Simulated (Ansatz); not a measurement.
`C/C=N/CF` → `[CH]F` + `CC=N` at 400 K and 1 bar (formal loss of a carbene).

Computed with Ansatz on PBE0-D4/def2-TZVP structures; ΔE is electronic, products minus reactants. CCSD(T)/CBS is the MP2 limit (def2-TZVPP, def2-QZVPP) plus CCSD(T) − MP2 in def2-TZVPP, frozen cores. This one scheme is used for every species. One conformer a species, not always the lowest.

| species | CCSD(T)/CBS energy (Eh) | H − E (kJ/mol) | S (J/(mol·K)) |
| --- | --- | --- | --- |
| `C/C=N/CF` | -272.23199 | 262.8 | 345.0 |
| `[CH]F` | -138.29972 | 46.3 | 233.5 |
| `CC=N` | -133.79309 | 199.7 | 281.6 |

H − E and S are ideal-gas, rigid-rotor, harmonic terms from PBE0-D4/def2-TZVP, for one conformer and one mirror image of each species. 1 Eh = 2625.50 kJ/mol, R = 8.31446 J/(mol·K).

Task: By hand: ΔE, ΔH, ΔS and ΔG.

Result: ΔE = (-138.29972) + (-133.79309) − (-272.23199) = 0.13918 Eh = 365.4 kJ/mol. Δ(H − E) = 46.3 + 199.7 − 262.8 = -16.8, so ΔH = 348.6 kJ/mol. ΔS = 233.5 + 281.6 − 345.0 = 170.1 J/(mol·K). ΔG = 348.6 − 400 × (170.1)/1000 = 280.6 kJ/mol.

Task: By hand: the equilibrium constant, and the temperature at which ΔG would vanish if ΔH and ΔS stayed fixed.

Result: log₁₀ K = −ΔG/(RT ln 10) = -36.6. ΔG = 0 at ΔH/ΔS = 2049 K.

The number of gas molecules changes by +1, which sets the sign of ΔS. A doubt of 5 kJ/mol in ΔE shifts log₁₀ K by 0.7 here. Other conformers and mirror images would add mixing entropy, several J/(mol·K) or more a flexible species. These are equilibria of isolated gas molecules and say nothing of rates. Largest T1 diagnostic: 0.018 (customary marks: 0.02 for closed shells, 0.045 for open ones).
